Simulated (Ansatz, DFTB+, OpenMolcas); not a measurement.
**Relative energies of CH3NO isomers**

2 of its isomers, all singlets with charge 0: A = formamide `NC=O`; B = Nitrosomethane `CN=O`.

Shapes, held fixed at every level: PBE0-D4/def2-TZVP. Flexible molecules stand in one conformer, not always the lowest. Programs: Ansatz 0.2.0, DFTB+ 25.1, OpenMolcas 26.06. A level may come from different programs for different species; with the same settings they agree closely.

Electronic energies in kJ/mol, without zero-point or thermal terms.

Which isomer should be the most stable, and roughly by how much?

A < B in rising energy, over a span of 258 kJ/mol, by CCSD(T)/def2-TZVP (Cholesky decomposition). All levels agree on that. The B − A difference spans +145.1 to +284.8 kJ/mol over the levels. DFTB2-D4 strays far from the other rows.

| level | kind | B − A |
| --- | --- | --- |
| DFTB2-D4 | semi-empirical | +145.1 |
| HF/def2-TZVP | Hartree–Fock | +282.0 |
| SVWN5/def2-TZVP | LDA | +284.8 |
| revPBE/def2-TZVP | GGA | +256.8 |
| r2SCAN/def2-TZVP | meta-GGA | +276.8 |
| PBE0/def2-TZVP | global hybrid | +273.1 |
| CCSD/def2-TZVP | coupled cluster or CI | +261.6 |
| CCSD(T)/def2-TZVP (Cholesky decomposition) | coupled cluster or CI | +257.5 |
